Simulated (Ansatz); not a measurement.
Mulliken charges of C$_{2}$H$_{3}$FO (`O/C=C\F`) from r2SCAN/def2-TZVPP in Ansatz (PBE0-D4/def2-TZVP geometry).

```tsv
atom	x (Å)	y (Å)	z (Å)	charge (e)
O1	-0.959	1.150	-0.180	-0.312
C2	0.078	0.487	0.370	0.064
C3	0.503	-0.714	0.011	0.072
F4	-0.122	-1.376	-0.988	-0.228
H5	-1.340	0.604	-0.877	0.219
H6	0.569	1.027	1.168	0.092
H7	1.332	-1.246	0.450	0.094
```

Question: By hand: the dipole of these point charges (1 e Å = 4.8032 D).

Answer: Σ q r = (0.252, 0.044, 0.264) e Å, of length 0.368 e Å = 1.77 D.

Question: How does the dipole of the full density compare? (Best estimate.)

Answer: Ansatz gave: (0.100, -0.027, 0.076) e Å, 0.62 D; the point charges give 2.85 times that, at 21° from its direction.

Point charges leave out the atoms' own dipoles, such as those of lone pairs, and Mulliken's split depends on the basis, so the two needn't agree.
